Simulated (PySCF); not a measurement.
allene (C3H4), SMILES C=C=C. Geometry: PBE0-D3(BJ)/def2-TZVP.

PySCF 2.14.0 with TDDFT-PBE/def2-SVPD puts the lowest singlet excitations at 5.86, 6.07, 6.89, 6.89, 7.13, 7.73 eV.

What are the lowest excitation roots from ADC(2)/aug-cc-pVDZ run with PySCF? (An estimate is asked for; the answer gives what the named calculation found.)

6.30, 6.66, 6.87, 6.87, 7.67, 7.67 eV. S1 differs by 0.43 eV (second minus first; roots are paired by order, and the bases may differ).
